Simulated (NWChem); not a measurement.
A series in which one site is exchanged, each optimised at PBE0/def2-SVP with NWChem, gas phase unless a solvent is named. For some, no frequency run checked for a minimum. def2 effective core potentials on In, La; no spin-orbit coupling.

A: [F][In]([F])[F] (InF$_{3}$; site = In)
B: [F][Ga]([F])[F] (GaF3; site = Ga)
C: [F][La]([F])[F] (LaF3; site = La)
D: FN(F)F (NF₃; site = N)

Values for A:

| Item | Value |
|---|---|
| dipole (D), PBE0/def2-SVP | 0.00 |
| orbital gap (eV), PBE0/def2-SVP | 7.49 |
| static polarisability, PBE/def2-SVPD (bohr³) | 33.2 |
| lowest singlet excitation, PBE/def2-SVPD, TDA (eV) | 4.92 |

Task: How do these values change for the other members?

Result: 
```csv
change from A,B,C,D
"dipole (D), PBE0/def2-SVP",0.00,0.00,+0.06
"orbital gap (eV), PBE0/def2-SVP",+1.73,-0.03,+3.74
"static polarisability, PBE/def2-SVPD (bohr³)",-6.9,+6.0,-14.4
"lowest singlet excitation, PBE/def2-SVPD, TDA (eV)",+1.43,+0.32,+3.12
```
